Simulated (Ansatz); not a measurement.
```yaml
crystal:
  periodic: [false, false, false]
  atoms:
    - {symbol: C, position_ang: [0.100812, -1.976749, 0.883345]}
    - {symbol: N, position_ang: [-0.471698, -0.687478, 0.599838]}
    - {symbol: C, position_ang: [0.193856, 0.124513, -0.122121]}
    - {symbol: C, position_ang: [1.530758, -0.159187, -0.746661]}
    - {symbol: N, position_ang: [-0.296080, 1.382192, -0.343352]}
    - {symbol: C, position_ang: [-1.627261, 1.726560, 0.080808]}
    - {symbol: H, position_ang: [-0.609462, -2.565034, 1.466524]}
    - {symbol: H, position_ang: [0.335900, -2.553853, -0.022461]}
    - {symbol: H, position_ang: [1.026948, -1.910073, 1.471994]}
    - {symbol: H, position_ang: [1.913168, 0.691291, -1.312142]}
    - {symbol: H, position_ang: [1.462882, -1.021225, -1.414499]}
    - {symbol: H, position_ang: [2.260950, -0.409450, 0.026587]}
    - {symbol: H, position_ang: [0.081577, 1.878515, -1.129779]}
    - {symbol: H, position_ang: [-2.391768, 1.105579, -0.400016]}
    - {symbol: H, position_ang: [-1.812616, 2.775972, -0.150599]}
    - {symbol: H, position_ang: [-1.720564, 1.575927, 1.156935]}
basis:
  gaussian: {orbitals: def2-mTZVP, point_charges: [{charge: 1.00, position_ang: [6.818, 0.147, -0.859]}]}
total_charge: 3
magnetization: {spin_polarized: true, initial_magnetization: 1}
hamiltonian: {xc: {name: SVWN5}}
output: {forces: true}
```

```sh
$ ansatz run in.yaml --threads 4 --pin off --events-out ev --progress --plain --max-ram 11315MiB
```

Output, abridged:

```
Functional definition: SVWN5
1452 factors; their error is unknown
mean field evaluation 1: about -7137.8554 eV, gradient 9.3e1 eV
mean field evaluation 2: about -7068.7841 eV, gradient 1.4e2 eV
mean field evaluation 4: about -7156.2186 eV, gradient 5.9e1 eV
mean field evaluation 8: about -7177.7877 eV, gradient 6.0e0 eV
mean field evaluation 16: about -7177.9977 eV, gradient 3.6e-1 eV
mean field evaluation 32: about -7177.9983 eV, gradient 3.3e-5 eV
mean field -7177.99825056 eV, -263.7865702860 hartree, gradient 3.3e-5 eV, S^2 0.910351; 6 other end points of the search recorded, 0 dependent functions left out
reference -7177.99829070 eV, -263.7865717613 hartree; 23, 22 occupied and 121, 122 virtual orbitals, 1452 factors
Total energy: -7177.99829070 eV, -263.7865717613 hartree
Atom 0 at     0.100812    -1.976749     0.883345 Å, force    -3.394763     3.594514    -0.021483 eV/Å
Atom 1 at    -0.471698    -0.687478     0.599838 Å, force     2.766264    -5.367755     1.414646 eV/Å
Atom 2 at     0.193856     0.124513    -0.122121 Å, force     2.469608     3.535250    -2.005317 eV/Å
Atom 3 at     1.530758    -0.159187    -0.746661 Å, force    -0.883743    -0.120589     0.433493 eV/Å
Atom 4 at    -0.296080     1.382192    -0.343352 Å, force    -4.970151    -2.342689     1.227084 eV/Å
Atom 5 at    -1.627261     1.726560     0.080808 Å, force     4.219591     2.329261    -0.501747 eV/Å
Atom 6 at    -0.609462    -2.565034     1.466524 Å, force    -0.886091    -1.274057     0.908302 eV/Å
Atom 7 at     0.335900    -2.553853    -0.022461 Å, force     0.042409    -0.837956    -1.269922 eV/Å
Atom 8 at     1.026948    -1.910073     1.471994 Å, force     1.097249     0.234956     0.983937 eV/Å
Atom 9 at     1.913168     0.691291    -1.312142 Å, force    -0.036632     0.517273    -0.276105 eV/Å
Atom 10 at     1.462882    -1.021225    -1.414499 Å, force    -0.036695    -0.569273    -0.493613 eV/Å
Atom 11 at     2.260950    -0.409450     0.026587 Å, force     0.325632    -0.226009     0.565598 eV/Å
Atom 12 at     0.081577     1.878515    -1.129779 Å, force     1.218593     1.685088    -1.188868 eV/Å
Atom 13 at    -2.391768     1.105579    -0.400016 Å, force    -1.606277    -1.028679    -0.639858 eV/Å
Atom 14 at    -1.812616     2.775972    -0.150599 Å, force    -0.498726     0.660956    -0.516790 eV/Å
Atom 15 at    -1.720564     1.575927     1.156935 Å, force    -0.677215    -0.833257     1.473851 eV/Å
Dipole moment:    -0.424253    -0.078688     0.066679 e Å
```

(1) What is wrong with this run?

## Answers

(1) The charge is far from anything that the molecule holds. The run converged. The result belongs to that input, not to the molecule as meant.
